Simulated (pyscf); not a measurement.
# Four-centre exchange: `[CH3][O][SiH3]` + `[OH2]` -> `[CH3][OH]` + `[OH][SiH3]`

Gas phase, singlet surface, charge 0. Bonds broken: O2–Si3, O10–H11. Bonds formed: O2–H11, Si3–O10. Structures and frequencies: ωB97X-D3(BJ)/def2-SVP in PySCF.

Transition state (Å):

```xyz
12

C     -2.1626     0.1893     0.1642
O     -1.0186    -0.3457     0.8012
Si     0.7577    -0.2174     0.1659
H     -2.0960    -0.0414    -0.9105
H     -3.0678    -0.2787     0.5795
H     -2.2178     1.2829     0.2953
H      1.8802    -1.1973     0.3573
H      0.2430    -0.7204    -1.1741
H      1.1553     1.1779    -0.1767
O      0.7271     0.1396     2.0379
H     -0.5390    -0.0343     1.7629
H      1.1900    -0.5094     2.5803
```

One imaginary mode, 867i cm⁻¹; descent along it reached the two sides named, in the forms told below.

| bond | change | reactant side (Å) | saddle | product side |
|---|---|---|---|---|
| O2–Si3 | breaks | 1.684 | 1.891 | 2.9 |
| O10–H11 | breaks | 0.971 | 1.307 | 1.941 |
| O2–H11 | forms | 1.951 | 1.119 | 0.969 |
| Si3–O10 | forms | 3.0 | 1.906 | 1.692 |

Electronic energies relative to the separated reactants (kcal/mol):

| level | barrier | reaction energy | reverse barrier |
|---|---|---|---|
| ωB97X-D3(BJ)/def2-TZVP | 22.4 | +0.8 | 21.5 |
| PBE/def2-TZVP | 18.2 | -0.3 | 18.5 |
| r²SCAN/def2-TZVP | 19.6 | +0.1 | 19.5 |
| B3LYP-D3(BJ)/def2-TZVP | 22.6 | +0.6 | 22.0 |
| PBE0-D3(BJ)/def2-TZVP | 19.9 | +0.3 | 19.7 |
| M06-2X/def2-TZVP | 21.8 | +0.4 | 21.4 |
| ωB97M-D3(BJ)/def2-TZVP | 22.0 | +0.3 | 21.7 |
| HF/def2-TZVP | 39.9 | -0.5 | 40.4 |

With ωB97M-D3(BJ)/def2-TZVP energies and thermal terms (ideal gas, 1 atm, RRHO with modes under 100 cm⁻¹ raised to 100, one conformer, R ln 2 for chiral ones without a mode under 150 cm⁻¹), in kcal/mol:

```csv
T (K),ΔH‡,ΔG‡,ΔH,ΔG
298,21.2,32.5,+0.5,-0.1
600,21.2,44.0,+0.3,-0.7
900,21.7,55.3,+0.2,-1.1
1200,22.4,66.4,+0.2,-1.6
```

On the reactant side the descent ends in a complex, 4.7 kcal/mol under the separated species and 27.1 kcal/mol under the saddle at ωB97X-D3(BJ)/def2-TZVP. On the product side the descent ends in a complex, 5.2 kcal/mol under the separated species and 26.8 kcal/mol under the saddle at ωB97X-D3(BJ)/def2-TZVP. H₃C–O–SiH₃ lies 23.7 kcal/mol over its isomer H₃C–SiH₂–OH (electronic energy, ωB97M-D3(BJ)/def2-TZVP). This is the saddle that the search found; another between the same sides may lie lower.
